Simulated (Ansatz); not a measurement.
System: C₃H₃ (charge -1, singlet). It need not be the lowest isomer of its formula. Whether it binds its extra electron was not tested at this geometry. 
Geometry from a B3LYP-D3(BJ)/def2-TZVP (Ansatz, a quantum-chemistry and plane-wave program) optimisation:
SMILES: C#C[CH2-]
```xyz
6

C      0.0033     0.0214     0.1126
C      0.0953     0.4218     1.3195
C     -0.0499    -0.2733    -1.2030
H     -0.1528    -0.2386     2.1526
H      0.8062    -0.6818    -1.7335
H     -0.9456    -0.0989    -1.7932
```
Charge -1, spin multiplicity 1.

Basis-set convergence of Hartree-Fock and CCSD correlation energies (hartree) with Ansatz. Correlated levels leave the core frozen unless marked. No spin-orbit coupling. No relativistic terms. This anion needs diffuse functions, which these sets lack.

| basis | functions | E(HF) | E(corr, CCSD) |
|---|---|---|---|
| cc-pVDZ | - | -115.22559 | -0.42693 |
| cc-pVTZ | 132 | ? | ? |

**Question.** Fill in the missing entries.

**Answer.** 
- cc-pVTZ, E(HF): -115.26442
- cc-pVTZ, E(corr, CCSD): -0.50854
